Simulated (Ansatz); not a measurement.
**Diamond-structure Ge**

Method: r²SCAN+rVV10 in Ansatz (PAW).

Settings: plane-wave cutoff 560 eV, 10×10×10 k mesh, Fermi–Dirac smearing 0.01 eV, scalar-relativistic PAW data made under PBE.

Cell (relaxed at this level):

Space group Fd-3m, origin choice 1 (No. 227); a = b = c = 5.655 Å, α = β = γ = 90.00°

```tsv
atom	site	symmetry	x	y	z
Ge	8b	-43m	0.5000	0.5000	0.5000
```
(The calculation used a cell of 2 atoms; values per cell refer to that cell.)

- bulk modulus = 73.7 GPa
- band gap = 0.45 eV
- smallest direct gap on the k points sampled = 0.46 eV
- width of the whole s-p valence band = 13.32 eV
- pressure derivative B′ of the bulk modulus = 5.0

Measured, for comparison: band gap 0.79 eV (measured zero-point renormalisation of 52 meV added back here; inputs from Miglio et al. (2020), arXiv:2011.12765); bulk modulus 77.3 GPa (low-temperature value with the zero-point effect removed, our sources range from 77.3 to 79.4; as tabulated in Tanner et al. (2021), arXiv:2110.11888). Computed (rounded) less measured: bulk modulus -5 % (-5 % to -7 % over the range).

Spin–orbit coupling is not included.

Ansatz is a first-principles code.
